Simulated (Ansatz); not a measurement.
Ansatz (an electronic-structure program) input (r2SCAN0/def2-TZVPD):

Ansatz 0.2 input:
```yaml
crystal:
  periodic: [false, false, false]
  atoms:
    - {symbol: S, position_ang: [0.00640256, 0.00047292, 0.29069695]}
    - {symbol: O, position_ang: [-0.02787847, 1.30229518, -0.29234333]}
    - {symbol: O, position_ang: [0.01507336, -1.30324101, -0.28905056]}
basis:
  gaussian:
    orbitals: def2-TZVPD
hamiltonian:
  xc: {name: r2SCAN0}
total_charge: 1
magnetization: {spin_polarized: true, initial_magnetization: 1}
output: {forces: true}
```

End of the output:

```
integrals: 0.04 GiB planned
683 factors; their error is unknown
mean field: 0.53 GiB planned
mean field evaluation 1: about -14900.8858 eV, gradient 6.6e1 eV
mean field evaluation 2: about -14860.4824 eV, gradient 1.2e2 eV
mean field evaluation 4: about -14915.1724 eV, gradient 3.3e0 eV
mean field evaluation 8: about -14915.2636 eV, gradient 1.4e-1 eV
mean field evaluation 16: about -14915.2637 eV, gradient 5.4e-4 eV
mean field -14915.26373819 eV, -548.1258324495 hartree, gradient 4.6e-5 eV, S^2 0.763681; 1 other end points of the search recorded, 0 dependent functions left out
the calculation of the forces begins
reference -14915.26374612 eV, -548.1258327411 hartree; 16, 15 occupied and 110, 111 virtual orbitals, 683 factors
Total energy: -14915.26374612 eV, -548.1258327411 hartree
Atom 0 at     0.006403     0.000473     0.290697 Å, force    -0.020848    -0.001540    -0.946573 eV/Å
Atom 1 at    -0.027878     1.302295    -0.292343 Å, force     0.027813    -1.054058     0.474620 eV/Å
Atom 2 at     0.015073    -1.303241    -0.289051 Å, force    -0.006965     1.055598     0.471953 eV/Å
Dipole moment:     0.006022     0.000445     0.273429 e Å
```
